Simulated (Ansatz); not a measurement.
Molecule (SMILES): CCl (CH3-Cl).
Atoms: C1, Cl2, H3, H4, H5. Bonds: C1-Cl2, C1-H3, C1-H4, C1-H5.

Basis-set convergence of the optimised C1-Cl2 bond length at HF with Ansatz (a first-principles code). Cartesian d functions, on some or all atoms, in 6-31G*, 6-311G**, 6-311+G**; all else is spherical. The program fits the integrals of some runs and decomposes those of others, by size. Core-valence sets carry the plain set on hydrogen. No added dispersion term, no relativity. Reference: the value in pcseg-3, 1.7811 Å, itself unsure by roughly 0.0001 Å (its mean distance from def2-QZVPP, cc-pV(Q+d)Z). Deviations are taken from unrounded values.

| basis | functions | optimised C1-Cl2 bond length (Å) | minus reference (Å) |
|---|---|---|---|
| 3-21G | 28 | 1.8919 | 0.1107 |
| pcseg-0 | 28 | 1.9328 | 0.1517 |
| 6-31G* | 40 | 1.7846 | 0.0035 |
| cc-pV(D+d)Z | 52 | 1.7833 | 0.0022 |
| 6-311G** | 63 | 1.7901 | 0.0090 |
| 6-311+G** | 71 | 1.7890 | 0.0079 |
| aug-cc-pV(D+d)Z | 82 | 1.7865 | 0.0054 |
| def2-TZVP | 86 | 1.7820 | 0.0009 |
| def2-TZVPD | 110 | 1.7823 | 0.0012 |
| 6-311++G(3df,3pd) | 140 | 1.7802 | -0.0009 |
| cc-pCVTZ | 144 | 1.7825 | 0.0013 |
| aug-pcseg-2 | 165 | 1.7841 | 0.0030 |
| aug-cc-pV(T+d)Z | 170 | 1.7829 | 0.0018 |
